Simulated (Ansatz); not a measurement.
hcp W (model structure)

The numbers are results of PBEsol in Ansatz (plane waves, PAW), not measurements.

Settings: plane-wave cutoff 500 eV, 30×30×16 k mesh (along the axes of the cell as run), Fermi–Dirac smearing 0.1 eV, no spin polarisation, scalar-relativistic PAW data made under PBE.

Cell (relaxed at this level):

```cif
data_W2
_chemical_formula_sum 'W2'
_space_group_name_H-M_alt 'P63/mmc'
_space_group_IT_number 194
_space_group_name_Hall '-P 6c 2c'
_cell_length_a 2.75340
_cell_length_b 2.75340
_cell_length_c 4.88802
_cell_angle_alpha 90.000
_cell_angle_beta 90.000
_cell_angle_gamma 120.000
loop_
_atom_site_label
_atom_site_type_symbol
_atom_site_symmetry_multiplicity
_atom_site_Wyckoff_symbol
_atom_site_fract_x
_atom_site_fract_y
_atom_site_fract_z
_atom_site_occupancy
W1 W 2 c 0.33333 0.66667 0.25000 1
```

```yaml
band_gap: none
```

Note: the relaxation could raise the start's symmetry but not lower it, so the cell can be a saddle point.

Spin–orbit coupling is not included.

The computed numbers hold no vibrational or temperature effects.

Cost on a shared machine: very roughly 4 core-minutes.

A model structure was made by putting elements into a prototype or built by hand; it is no filed structure, need not be a known phase, and can be a saddle point held by its symmetry.

Ansatz is a quantum-chemistry and plane-wave program.
